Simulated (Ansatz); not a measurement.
We consider PbSeO4 (P2₁/c, No. 14), described by r²SCAN in Ansatz (PAW).

Run with plane-wave cutoff 560 eV, 6×6×6 k mesh, Fermi–Dirac smearing 0.01 eV, scalar-relativistic PAW data made under PBE.

Cell (measured lattice):

PbO$_{4}$Se has the monoclinic space group P2₁/c (No. 14), Pearson symbol mP24. Conventional cell: a = 6.954 Å, b = 7.407 Å, c = 8.770 Å, α = γ = 90.00°, β = 127.41°. Pb on 4e is surrounded by 8 O at 2.562–2.814 Å. Se on 4e is coordinated by 4 O at 1.628–1.662 Å (tetrahedral). O1 on 4e sees 1 Se at 1.628 Å and 2 Pb at 2.671–2.715 Å. O2 on 4e is coordinated by 1 Se at 1.643 Å and 1 Pb at 2.615 Å and 1 Pb at 2.814 Å (trigonal planar). O3 on 4e sees 1 Se at 1.662 Å and 2 Pb at 2.562–2.655 Å. O4 on 4e is coordinated by 1 Se at 1.635 Å and 1 Pb at 2.575 Å and 1 Pb at 2.712 Å (trigonal planar). (Neighbours: up to the widest gap in distance over summed covalent radii, below 1.35, at either atom; cation-cation and far metal-metal contacts left out.)

Task: What does this level give for the band gap, smallest direct gap on the k points sampled and direct gap at Γ?

Result: 
* **band gap**: 4.14 eV
* **smallest direct gap on the k points sampled**: 4.27 eV
* **direct gap at Γ**: 5.43 eV

Note: cell and atoms aren't relaxed at this level (largest force component 0.46 eV/Å, pressure 1.6 GPa); this cell isn't known to be the ambient phase, and symmetry holds it in the calculation.

Spin–orbit coupling is not included; with these elements it can move the gap by several tenths of an eV or more.

Computed values are for the static lattice.

Ansatz is a quantum-chemistry and plane-wave program.
